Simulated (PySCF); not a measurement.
**Induced dipoles and field energies**

Species: 1-methylcyclopentene, C6H10.
Atom-mapped SMILES: `[CH3:1][C:2]1=[CH:3][CH2:4][CH2:5][CH2:6]1` (hydrogens: H7, H8, H9 on C1; H10 on C3; H11, H12 on C4; H13, H14 on C5; H15, H16 on C6)

Cartesian coordinates in Å at the PBE0-D3(BJ)/def2-SVP level; atoms count from 1:
```
atom  x, y, z in Å
C1     2.271    0.360   -0.028
C2     0.788    0.217   -0.029
C3    -0.123    1.146   -0.352
C4    -1.528    0.618   -0.294
C5    -1.364   -0.716    0.459
C6     0.117   -1.094    0.299
H7     2.585    1.371   -0.322
H8     2.689    0.145    0.970
H9     2.737   -0.361   -0.721
H10    0.121    2.164   -0.669
H11   -1.929    0.469   -1.314
H12   -2.230    1.303    0.209
H13   -2.051   -1.498    0.103
H14   -1.584   -0.558    1.527
H15    0.538   -1.570    1.200
H16    0.278   -1.813   -0.527
```

Level: B3LYP/def2-SVPD (PySCF); nuclei fixed, core orbitals frozen in the response. Permanent dipole (0.159, -0.201, -0.001) D (1 au = 2.5417 D). Static polarisability (au):

```
x   83.87 -4.13  2.01
y   -4.13 72.13 -5.06
z    2.01 -5.06 58.33
```

Only the terms in μ and α are kept: μ(F) = μ + αF and ΔE = −μ·F − ½ F·αF.

Question: Apply 0.005 au along ±x, ±y and ±z in turn. Tabulate induced and total dipoles and both energy terms.

Answer: 
```
field along  induced x (D)  induced y (D)  induced z (D)  total size (D)  −μ·F (kJ/mol)  −½F·αF (kJ/mol)
         +x          1.066         -0.052          0.026           1.251         -0.821           -2.753
         −x         -1.066          0.052         -0.026           0.919         +0.821           -2.753
         +y         -0.052          0.917         -0.064           0.727         +1.038           -2.367
         −y          0.052         -0.917          0.064           1.139         -1.038           -2.367
         +z          0.026         -0.064          0.741           0.808         +0.005           -1.914
         −z         -0.026          0.064         -0.741           0.766         -0.005           -1.914
```

Question: For the field (0.0045, 0.0045, 0.0035) au, what is the induced dipole, and what angle does it make with the field?

Answer: αF = (0.930, 0.733, 0.484) D, at 9.0° to the field. The polarisability along this direction, F·αF/F², is 68.44 au, against a mean of 71.44 au.

Question: At what field along the permanent dipole would the induced dipole along it equal the permanent one, in this linear picture?

Answer: The polarisability along the dipole is 80.63 au, so F = 0.1008 au / 80.63 au = 0.0013 au = 0.06 V/Å; higher-order terms are ignored.

Question: What field makes μF equal to kT at 400 K?

Answer: kT = 1.2667 × 10⁻³ Eh, so F = 0.0126 au = 64.6 MV/cm.

Question: A unit point charge sits 8 Å away. Estimate the induction energy −αe²/2R⁴ with the mean polarisability, treating the molecule as a point.

Answer: R = 15.12 bohr, so the energy is −71.4/(2 × 15.12⁴) Eh = -1.8 kJ/mol. The charge–dipole term at its most favourable orientation, −μe/R², is -1.16 kJ/mol.

The structure is a single PBE0-D3(BJ)/def2-SVP conformer in the gas phase; no vibrational or solvent corrections.
